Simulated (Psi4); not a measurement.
# O3 (ozone) at PBE/def2-TZVP (density fitting)

Wanted: molecular dynamics of O3 (ozone). 

The calculation is run with Psi4 1.11.

## (1) The structure to begin with

O3: 3 atoms, total charge 0, spin state singlet. SMILES: `O=[O+][O-]`. The shape is that of a PBE0-D4/def2-TZVP optimisation. The run starts from this shape.

Bond lengths: O1–O2 1.238 Å, O2–O3 1.238 Å. Angles: O1–O2–O3 118.4°.

## (2) A short trajectory at PBE/def2-TZVP (density fitting)

The input, o3.xyz:

```xyz
3
O3
O      0.848700    -0.535900     0.409500
O     -0.228900    -0.317600    -0.159400
O     -0.619800     0.853500    -0.250100
```

The input, run_ase.py:

```python
import numpy as np
from ase.calculators.psi4 import Psi4
from ase.io import read
from ase import units
from ase.md.velocitydistribution import MaxwellBoltzmannDistribution, Stationary
from ase.md.verlet import VelocityVerlet

a = read('o3.xyz')
calc = Psi4(atoms=a, method='pbe', basis='def2-TZVP', memory='1600MB', num_threads=1, charge=0, multiplicity=1, label='o3', reference='rks')
a.calc = calc

MaxwellBoltzmannDistribution(a, temperature_K=100.0, rng=np.random.default_rng(440))
Stationary(a)
dyn = VelocityVerlet(a, 1.0 * units.fs)
def show():
    ep, ek = a.get_potential_energy(), a.get_kinetic_energy()
    print(f'step {dyn.nsteps:3d}  Epot {ep:14.6f}  Ekin {ek:9.6f}  Etot {ep + ek:14.6f} eV  T {a.get_temperature():7.1f} K')
dyn.attach(show)
dyn.run(40)
```

Launch:

```bash
$ python run_ase.py
```

**Question.** What will come out? Wanted: potential energy of the last frame.

Computed results:

At PBE/def2-TZVP (density fitting):

| quantity | value |
| --- | --- |
| potential energy of the last frame | -225.32191 Eh |
